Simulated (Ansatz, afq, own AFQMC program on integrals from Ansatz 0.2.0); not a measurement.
## Where AFQMC and coupled cluster stand for C2, singlet

```xyz
2

C     0.0000    0.0000    0.0000
C     0.0000    0.0000    1.9490
```

Basis 6-31G. Only valence electrons are correlated. Integrals, coupled cluster, full CI and functionals: Ansatz 0.2.0; the random walks run on the same integrals in our own AFQMC program. The CISD trial takes its coefficients from CCSD amplitudes. Released means that phaseless walkers are propagated on without the constraint, phases kept. ± is one standard error of the sampling.

Determinant: RHF, the one that the program's search chose, which needn't be the lowest solution. The geometry is a point of a scan.

Full CI on the same integrals is exact in this basis and with this determinant's frozen core.

Cautions: higher spins were not checked; restricted determinant unstable towards unrestricted (UHF 2.80 eV lower, ⟨S²⟩ 1.96); strong correlation (T1 0.026, weight of the determinant 0.79, largest double 0.34); CCSD(T) is in doubt: in a space of 8 electrons in 8 natural orbitals full CI lies 113 meV below it; the CCSDT(Q) amplitudes may be one of several solutions (largest double 0.36); CCSDTQ is in doubt: among natural orbitals it converges to other amplitudes; the released energies are still falling, so no released level is given (meV from the phaseless value at times in 1/Eh: -37 ± 11 at 0.24, -54 ± 8 at 0.51, -85 ± 9 at 0.99, -126 ± 13 at 1.62, -140 ± 12 at 2.40); the determinant fills πx and πy unequally, so it mixes two states of the linear molecule, and each level undoes that mixture to a different degree, while full CI gives the lower state, and by Hund's rule a triplet of that filling probably lies lower still; CCSDTQ on the UHF determinant differs (401 meV lower), perhaps since the unrestricted series falls towards higher spin.

The T1 diagnostic is 0.0256. The weight of the determinant in the CISD state is 0.788 and the size of the correlated space is 8 electrons in 16 orbitals.

| level | correlation energy (eV) |
| --- | --- |
| MP2 | -5.3532 |
| CCSD | -5.9065 |
| CCSD(T) | -6.2415 |

(1) Estimate where phaseless AFQMC with a CISD trial lies against CCSD(T) on the same integrals.

(1) 62.8 ± 8.5 meV above CCSD(T).

Reference: full CI, correlation energy -6.375 eV. The cautions show a poor starting determinant, so the rows tell how each method copes with it here, and full CI is the sure value.

```csv
level,E − E(reference) (meV),share of correlation (%)
CCSD(T),133.2,97.91
CCSDT,141.8,97.78
CCSDT(Q),56.8,99.11
CCSDTQ,20.7,99.67
ph-AFQMC/CISD,196.0 ± 8.5,96.93
```

CCSDT and higher add their correlation energy to the determinant of the CCSD(T) run, since their own runs factorise the integrals more tightly (a shift of under 2 meV).
